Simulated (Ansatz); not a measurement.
# How basis sets differ on SiS (SMILES [Si-]#[S+])

SiS: 2 atoms, total charge 0, spin state singlet. SMILES: `[Si-]#[S+]`. The bond length is the measured one. The run starts from this shape.

```xyz
2

Si    0.0000    0.0000    0.0000
S     0.0000    0.0000    1.9293
```

Quantity: the adiabatic ionisation energy (to the doublet cation, no zero-point term), in eV. The values are calculated.

```tsv
level	kind	program	value (eV)
HF/STO-3G	Hartree–Fock	Ansatz	5.24
HF/3-21G	Hartree–Fock	Ansatz	9.09
HF/6-31G* (Cartesian functions)	Hartree–Fock	Ansatz	9.10
HF/cc-pVTZ	Hartree–Fock	Ansatz	9.00
```

The values span 5.24 to 9.10 eV.
